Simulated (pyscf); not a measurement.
A first-order saddle from PySCF, ωB97X-D3(BJ)/def2-SVP:

```
Si
H 1 1.6440
H 2 1.1225 1 85.94
Cl 3 1.4890 2 149.66 1 -8.16
Cl 1 2.0885 2 94.73 3 -92.86
```
Charge 0, spin multiplicity 1.

Surface: singlet, charge 0. Lowest wavenumbers (cm⁻¹): 962i, 139, 393, 544, 567.

Q: What reaction is this the transition state of?

A: Cl–Si:–Cl [singlet] + H₂ ⇌ HCl + :HSi–Cl [singlet], a four-centre exchange read from left to right: Cl–Si, H–H broken and Cl–H, H–Si formed. At ωB97M-D3(BJ)/def2-TZVP it lies +134.9 kJ/mol from the left side and +4.5 kJ/mol from the right (each side as separated species at their lowest minima found). On the product side the descent ends in a complex, 30.0 kJ/mol under the separated species and 28.1 kJ/mol under the saddle at ωB97X-D3(BJ)/def2-TZVP. This is the saddle that the search found; another between the same sides may lie lower.
